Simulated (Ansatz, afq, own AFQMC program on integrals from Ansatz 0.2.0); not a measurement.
# Atomization energy of BGe, quartet, worked out

```json
{"atom": "Ge", "x (Å)": "0.0000", "y (Å)": "0.0000", "z (Å)": "0.0000"}
{"atom": "B", "x (Å)": "0.0000", "y (Å)": "0.0000", "z (Å)": "1.9774"}
```

Basis cc-pVDZ. Noble-gas cores (and the filled d shells of Ga–Kr and In–Xe) are frozen. Integrals, coupled cluster, full CI and functionals: Ansatz 0.2.0; the random walks run on the same integrals in our own AFQMC program. The CISD trial takes its coefficients from CCSD amplitudes. Released means that phaseless walkers are propagated on without the constraint, phases kept. Uncertainties: one standard error, sampling alone. No spin–orbit coupling.

Total energies in eV. CBS is CCSD(T) at the limit of def2-TZVPP/QZVPP (extrapolated itself); the highest rung of each member is named.

Cautions: inner d shell frozen; no relativity below Rb; no spin-orbit coupling; BGe (quartet): raised T1 diagnostic (T1 0.040, weight of the determinant 0.87, largest double 0.09), the released energies are still falling, so no released level is given (meV from the phaseless value at times in 1/Eh: -6 ± 3 at 0.24, -12 ± 3 at 0.51, -21 ± 5 at 0.99, -23.1 ± 2.3 at 1.62, -27 ± 4 at 2.40), its ph-AFQMC/CISD value lies 41 ± 3 meV above full CI.

```
      member  count  CCSD(T)/cc-pVDZ  highest rung in cc-pVDZ  which  CCSD(T)/CBS
Ge (triplet)     +1      -56473.1139              -56473.1222    FCI  -56475.5964
 B (doublet)     +1        -669.1119                -669.1218    FCI    -669.4648
BGe, quartet     -1      -57144.8519              -57144.9167    FCI  -57147.9980
```

Problem. Work out the best estimate of the atomization energy: the CCSD(T)/CBS difference plus the step from CCSD(T) to the highest rung.

Solution. Sums with the counts: CCSD(T)/CBS 2.9368 eV, highest rung 2.6727 eV, CCSD(T)/cc-pVDZ 2.6261 eV. The step is 2.6727 − 2.6261 = 0.0466 eV, so the best estimate is 2.9368 + (0.0466) = 2.9834 eV = 287.9 kJ/mol. The basis set is worth 0.311 eV of it. Zero-point, core-correlation and spin–orbit terms aren't in it. Past Ne the Hartree–Fock part of each CBS total tends to overshoot, since the cores don't follow the formula; that largely cancels in the difference.

Best estimates are given only where the step beyond CCSD(T) is under 0.3 eV and no member's determinant is very poor (T1 over 0.05, or 0.07 for open shells, ⟨S²⟩ too high by 0.3, two states mixed), so the hardest cases are missing from such tables.

Each member of a difference takes its own highest rung, so a best estimate needn't equal the limit plus the step of one row.
